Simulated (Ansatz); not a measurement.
A made-up structure of C$_{2}$H$_{5}$Si, doublet:

C1  (-0.736, 1.040, -1.188)
C2  (-0.045, 0.486, -0.234)
Si3  (0.583, -0.766, 0.918)
H4  (-1.476, 0.482, -1.770)
H5  (-0.619, 2.090, -1.462)
H6  (0.327, -0.316, 2.310)
H7  (2.044, -0.927, 0.710)
H8  (0.432, 0.827, 0.649)
(Å)

It is relaxed with PBE-D4/def2-SVP and then PBE0-D4/def2-TZVP (Ansatz 0.2.0). Atoms count as bonded within 1.22 times the sum of their covalent radii (H–H: 0.88 Å). The end point is not checked to be a true minimum.

Question: Does its bonding change? (A judgement: the text doesn't fix the answer.)

Answer: Computed: Yes. Formed: none; broken: Si3–H8.

Where it ends: The first stage lowers the energy by 2.12 eV in 15 steps. It ends as C₂H₅Si ([CH2][CH][SiH2]):
```xyz
8
angstrom
C -0.4228 0.9598 -1.1143
C -0.1586 0.8965 0.1962
Si 0.3404 -0.6386 1.0725
H -0.3034 0.0975 -1.7640
H -0.7622 1.8754 -1.5894
H 1.2742 -0.3924 2.2026
H 0.8499 -1.6776 0.1379
H -0.3082 1.7952 0.7929
```

Labels in which every atom is bracketed show which atoms are joined, not bond orders.

For scale, one of the runs: PBE0-D4/def2-TZVP relaxation, 129 basis functions, launched by `ansatz run in.yaml --threads 2 --pin off --events-out ev --progress --plain --max-ram 4352MiB`. The run took about 22 s on 2 CPU threads of an Arm Neoverse V2 (shared host).
